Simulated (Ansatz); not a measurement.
Worked example: vertical energy of the triplet above the singlet of SiH2F2 (SMILES F[SiH2]F)

The species is SiH2F2 (5 atoms), meant as a singlet with charge 0. SMILES: `F[SiH2]F`. Geometry: relaxed at PBE0-D4/def2-TZVP.

Both states at this one shape; open shells run unrestricted unless said. 1 Eh = 27.2114 eV.

| level | program | singlet SiH2F2 (Eh) | triplet SiH2F2 (Eh) |
| --- | --- | --- | --- |
| MP2/def2-SVPD, 7 core orbitals frozen | Ansatz | -489.347744 | -489.026897 |
| MP2/def2-TZVPD, 7 core orbitals frozen | Ansatz | -489.835512 | -489.520119 |
| MP2/def2-TZVPPD, 7 core orbitals frozen | Ansatz | -489.842528 | -489.525414 |

Question: Work out the vertical gap, second state less first, at each level.

Answer: 
1. MP2/def2-SVPD: -489.026897 − (-489.347744) = 0.320847 Eh = 8.73 eV.
2. MP2/def2-TZVPD: -489.520119 − (-489.835512) = 0.315393 Eh = 8.58 eV.
3. MP2/def2-TZVPPD: -489.525414 − (-489.842528) = 0.317114 Eh = 8.63 eV.

No measured value is set beside it here; the levels span 8.58 to 8.73 eV.
